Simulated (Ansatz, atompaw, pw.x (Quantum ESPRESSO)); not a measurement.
# From atom to crystal: PAW (atompaw) potential for caesium (Cs)

caesium (Cs), PAW, made with atompaw 4.2.0.5 (LDA (PW92), scalar-relativistic). Core [Kr] 4d10, reference 5s2 5p6 5d0 6s0.5 6p0.5. Waves: 5s (bound): rc 2.35 bohr; 6s (bound): rc 2.85 bohr; 5p (bound): rc 3.00 bohr; 6p (bound): rc 3.00 bohr; 5d (bound, empty): rc 3.00 bohr; 5d channel at 4.85 Ry: rc 3.00 bohr. Local part: bessel scheme, radius 1.95 bohr. Core correction: smooth core density matched at 1.95 bohr. Augmentation charge: sinc compensation charge, radius 2.65 bohr; PAW radius 3.00 bohr; waves and projectors: custom polynom vanderbiltortho.

Crystal test: sc Cs in pw.x 7.5, no spin, 8³ k-points, Fermi–Dirac smearing 0.01 Ry, cutoffs 40/400 Ry. The lattice is a test structure that the element need not adopt, and mesh and smearing are coarse.

pw.x input:

```
&control
  calculation='scf', prefix='x', pseudo_dir='./', outdir='./tmp', tstress=.true., disk_io='none'
/
&system
  ibrav=0, nat=1, ntyp=1, ecutwfc=40, ecutrho=400, nbnd=12,
  occupations='smearing', smearing='fd', degauss=0.01
/
&electrons
  conv_thr=1e-09, mixing_beta=0.4, electron_maxstep=70
/
ATOMIC_SPECIES
Cs 1.0 Cs.UPF
CELL_PARAMETERS angstrom
  4.70699126 0.00000000 0.00000000
  0.00000000 4.70699126 0.00000000
  0.00000000 0.00000000 4.70699126
ATOMIC_POSITIONS crystal
Cs 0.0000 0.0000 0.0000
K_POINTS automatic
8 8 8 0 0 0
```

```bash
pw.x < Cs.scf.in > Cs.scf.out
```

**Question.** How does the run end?

**Answer.** It converges; the pressure is -0.00 GPa against -0.00 GPa from all-electron LAPW.  The log shows:

```
Message from routine setup:
     using ibrav=0 with symmetry is DISCOURAGED, use correct ibrav instead
     lattice parameter (alat)  =       8.8949  a.u.
     unit-cell volume          =     703.7636 (a.u.)^3
     number of electrons       =         9.00
     number of Kohn-Sham states=           12
     kinetic-energy cutoff     =      40.0000  Ry
     charge density cutoff     =     400.0000  Ry
     scf convergence threshold =      1.0E-09
     Exchange-correlation= SLA PW NOGX NOGC
     number of k points=    35  Fermi-Dirac smearing, width (Ry)=  0.0100
     iteration #  1     ecut=    40.00 Ry     beta= 0.40
     total energy              =    -403.45145604 Ry
     estimated scf accuracy    <       0.01262005 Ry
     iteration #  2     ecut=    40.00 Ry     beta= 0.40
     total energy              =    -403.45177906 Ry
     estimated scf accuracy    <       0.00140370 Ry
     iteration #  3     ecut=    40.00 Ry     beta= 0.40
     total energy              =    -403.45207550 Ry
     estimated scf accuracy    <       0.00009719 Ry
     iteration #  4     ecut=    40.00 Ry     beta= 0.40
     total energy              =    -403.45208186 Ry
     estimated scf accuracy    <       0.00000126 Ry
     iteration #  5     ecut=    40.00 Ry     beta= 0.40
     total energy              =    -403.45208248 Ry
     estimated scf accuracy    <       0.00000034 Ry
     iteration #  6     ecut=    40.00 Ry     beta= 0.40
     total energy              =    -403.45208253 Ry
     estimated scf accuracy    <          5.0E-09 Ry
     iteration #  7     ecut=    40.00 Ry     beta= 0.40
     the Fermi energy is     2.3399 ev
!    total energy              =    -403.45208253 Ry
     estimated scf accuracy    <          8.0E-10 Ry
     smearing contrib. (-TS)   =      -0.00551539 Ry
     convergence has been achieved in   7 iterations
          total   stress  (Ry/bohr**3)                   (kbar)     P=       -0.01
     Message from routine punch:
     Nothing written, as per user request (disk_io='none')
```
